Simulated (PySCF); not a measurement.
# Core-level binding energies of `C1=CPC=CC1`

C5H7P.
Z-matrix (Å and degrees, GFN2-xTB geometry), rows numbered from 1:
```
C 
C   1  1.3256
P   2  1.8136  1  122.26
C   3  1.8134  2   96.05  1   -33.01
C   4  1.3255  3  122.27  2    33.00
C   5  1.5012  4  123.67  3    -2.91
H   1  1.0823  2  120.44  3  -178.25
H   2  1.0817  1  121.54  3   176.48
H   3  1.4050  2   95.93  1  -129.64
H   4  1.0815  3  116.11  2  -150.34
H   5  1.0822  4  120.45  3   178.30
H   6  1.0921  1  109.77  2   156.85
H   6  1.0969  1  108.94  2   -86.13
```

Computed with delta-SCF UKS SCAN, pcX-2 on the ionised atom, pcseg-1 elsewhere, spin-free X2C (PySCF 2.14.0). These are vertical core ionisation energies against the vacuum level, from separate self-consistent calculations with and without the core hole.

**Question.** What binding energy does each computed site have?

**Answer.** 
```
atom(s)                 bonded to    level  binding energy (eV)  2p1/2 (eV)  above the level's lowest (eV)  count
     P3                 2 C and H  P 2p3/2               136.23      137.12                           0.00      1
  C2/C4  C (double bond), H and P     C 1s               290.02           –                           0.00      2
  C1/C5  C (double bond), C and H     C 1s               290.11           –                          +0.09      2
     C6               2 C and 2 H     C 1s               290.81           –                          +0.79      1
     P3                 2 C and H     P 1s              2149.84           –                           0.00      1
```

The listed C 1s values span 0.79 eV, from C2/C4 (bonded to C (double bond), H and P) to C6 (bonded to 2 C and 2 H). The widest gap between neighbouring values is 0.70 eV, between 290.11 and 290.81 eV. Summing the Pauling electronegativity differences to the bonded atoms, each weighted by its formal bond order, gives -0.71 for the lowest site and -0.70 for the highest; the largest sum, -0.35, belongs to C1/C5, 0.70 eV below the top.

**Question.** Give the binding energy of C 1s of C2/C4 in hartree and in kJ/mol.

**Answer.** 290.02 eV = 10.6580 Eh = 27983 kJ/mol.

**Question.** What is the longest wavelength that can ionise C 1s of C2/C4 vertically?

**Answer.** λ = hc/E = 12398.42 eV Å / 290.02 eV = 42.750 Å.

The first atom of each set that the bonding makes equivalent was ionised and stands for the set. The 2p values add to the ΔSCF energy of one spin-free hole a correction within the shell (spin–orbit coupling, ligand field). 2p1/2 minus 2p3/2 (ligand field included): P 0.89 eV. Isolated species at its GFN2-xTB geometry (one conformer only).
